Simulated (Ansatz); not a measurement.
```yaml
crystal:
  periodic: [false, false, false]
  atoms:
    - {symbol: O, position_ang: [0.003613, 0.000151, -0.055584]}
    - {symbol: H, position_ang: [-0.041537, 0.871732, 0.442687]}
    - {symbol: H, position_ang: [-0.015820, -0.874125, 0.439623]}
basis:
  gaussian: {orbitals: def2-TZVP}
total_charge: 1
magnetization: {spin_polarized: true, initial_magnetization: 1}
hamiltonian: {xc: pbe0}
relax: {f_tol: 0.004, max_steps: 80}
```

```sh
$ ansatz run in.yaml --threads 1 --pin off --events-out ev --progress --plain --max-ram 2176MiB
```

Steps of the relaxation (energy above the last step; positions in Å, forces in eV/Å):

```
3
step 1, 59.7 meV
O     0.004    0.000   -0.056    0.055    0.002   -0.849
H    -0.042    0.872    0.443   -0.021   -0.456    0.424
H    -0.016   -0.874    0.440   -0.034    0.454    0.425
```

```
3
step 2, 21.2 meV
O     0.005    0.000   -0.077    0.038    0.002   -0.585
H    -0.042    0.850    0.453   -0.016   -0.232    0.292
H    -0.017   -0.852    0.450   -0.022    0.231    0.293
```

```
3
step 3, 0.4 meV
O     0.007    0.000   -0.113   -0.008    0.000    0.122
H    -0.043    0.817    0.471    0.004   -0.004   -0.061
H    -0.018   -0.819    0.468    0.004    0.004   -0.061
```

```
3
step 5, 0.0 meV
O     0.007    0.000   -0.109    0.000    0.000   -0.001
H    -0.042    0.820    0.469    0.000    0.001    0.000
H    -0.018   -0.822    0.466    0.000   -0.001    0.000
```

Close pairs at the end: O1–H2 1.004 Å, O1–H3 1.004 Å.

A stationary point of unrestricted PBE0 after 5 steps, with ⟨S²⟩ = 0.753 against 0.75 for a pure state; no frequencies were run, so it isn't proven a minimum. 1.6 s on 1 thread of Intel Xeon 6975P-C, shared host.
